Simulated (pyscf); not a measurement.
Thermochemistry of product channels of HO–Al(Cl)–Cl + HF on the singlet surface, in kJ/mol, from CCSD(T)/def2-TZVPP + ΔMP2(QZVPP) energies (ideal gas, 1 atm, RRHO with modes under 100 cm⁻¹ raised to 100, one conformer, R ln 2 for chiral ones without a mode under 150 cm⁻¹). PySCF, gas phase, ωB97X-D3(BJ)/def2-SVP geometries. MP2 and CC: frozen core, UHF for open shells. ΔMP2 is the change of the MP2 total energy from the triple- to the quadruple-zeta basis.

```csv
products,ΔE,ΔH(298 K),ΔG(900 K),ΔG(1200 K)
H₂O + F–Al(Cl)–Cl,-41.5,-39.0,-37.5,-35.2
HO–Al(F)–Cl + HCl,-20.9,-25.6,-25.9,-25.8
```

These are energies of the channels, which say nothing of barriers. The CCSD(T) − MP2 part came from Ansatz, without density fitting, on the same reference.
